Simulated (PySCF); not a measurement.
CH2, SMILES [CH2] (connectivity only; charge and spin as stated), neutral, multiplicity 1. Geometry optimised at B3LYP-D3(BJ)/def2-TZVPD. The isomer is the one that the SMILES or the coordinates give; other isomers of the formula were not compared.

Method: PySCF with B3LYP-D3(BJ)/def2-TZVPD.

Harmonic wavenumbers (cm⁻¹): 1404, 2910, 2975. Rotational constants (GHz): 598.7, 337.1, 215.7; symmetry number 2.

Problem. Work out the zero-point energy and the ideal-gas rigid-rotor harmonic-oscillator thermochemistry at 298.15 K and 1 atm.

Solution. ZPE = ½ Σ hcν = ½ × 7288 cm⁻¹ = 10.42 kcal/mol. H − E(el) = 12.79 kcal/mol. Entropy in cal/(mol K): translation 33.86, rotation 11.30, vibration 0.02, total 45.18. G − E(el) = -0.68 kcal/mol. Cp = 8.05 cal/(mol K).
